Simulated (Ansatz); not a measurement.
Input file:

```yaml
crystal:
  periodic: [false, false, false]
  atoms:
    - {symbol: Si, position_ang: [-0.095921, 0.000000, 0.000000]}
    - {symbol: H, position_ang: [-0.590793, 1.399708, 0.000000]}
    - {symbol: H, position_ang: [-0.590793, -0.699854, 1.212183]}
    - {symbol: H, position_ang: [-0.590793, -0.699854, -1.212183]}
    - {symbol: H, position_ang: [1.724079, 0.000000, 0.000000]}
    - {symbol: H, position_ang: [2.721079, 0.000000, 0.000000]}
basis:
  gaussian: {orbitals: cc-pVDZ}
magnetization: {spin_polarized: true, initial_magnetization: 1}
correlation: {method: ccsdt_q, electrons: outside_noble_gas}
```

```sh
$ ansatz run in.yaml --threads 1 --pin off --events-out ev --progress --plain --max-ram 2393MiB
```

Output:

```
789 factors; integrals over basis functions are off by at most 2.1e-7 eV
mean field evaluation 1: about -7937.2049 eV, gradient 7.6e0 eV
mean field evaluation 2: about -7937.2217 eV, gradient 7.7e0 eV
mean field evaluation 4: about -7938.0428 eV, gradient 1.1e0 eV
mean field evaluation 8: about -7938.0730 eV, gradient 2.2e-3 eV
mean field evaluation 16: about -7938.0478 eV, gradient 1.8e-1 eV
mean field -7938.07302305 eV, -291.7188029779 hartree, gradient 9.5e-6 eV, S^2 0.789062; 0 other end points of the search recorded, 0 dependent functions left out
5 core orbitals not correlated: weight in the atoms' cores, before any rotation towards them, 1.000 or more for the frozen orbitals, at most 0.000 for the correlated occupied ones
reference -7938.07302305 eV, -291.7188029779 hartree; 5, 4 occupied and 33, 34 virtual orbitals, 789 factors
second order -3.41740369 eV of doubles, -0.00000000 eV of singles
cycle   1  -4.10374259 eV  change   -6.9e-1 eV  update   6.8e-2
cycle   2  -4.47372791 eV  change   -3.7e-1 eV  update   3.1e-2
cycle   3  -4.50939902 eV  change   -3.6e-2 eV  update   1.2e-2
cycle   4  -4.51706338 eV  change   -7.7e-3 eV  update   5.5e-3
cycle   5  -4.51625998 eV  change    8.0e-4 eV  update   1.8e-3
cycle   6  -4.51619083 eV  change    6.9e-5 eV  update   7.4e-4
cycle   7  -4.51678823 eV  change   -6.0e-4 eV  update   3.1e-4
cycle   8  -4.51686976 eV  change   -8.2e-5 eV  update   1.3e-4
cycle   9  -4.51678030 eV  change    8.9e-5 eV  update   5.5e-5
cycle  10  -4.51676855 eV  change    1.2e-5 eV  update   1.9e-5
cycle  11  -4.51677332 eV  change   -4.8e-6 eV  update   6.5e-6
cycle  12  -4.51677356 eV  change   -2.3e-7 eV  update   2.0e-6
cycle  13  -4.51677484 eV  change   -1.3e-6 eV  update   7.8e-7
cycle  14  -4.51677423 eV  change    6.1e-7 eV  update   3.2e-7
perturbative correction -0.00237020 eV, -0.0000871031 hartree
Total energy: -7942.59216747 eV, -291.8848784723 hartree
```

Ran on 1 thread of Arm Neoverse N1, shared host: 24 s wall, 0.27 GiB peak host memory.
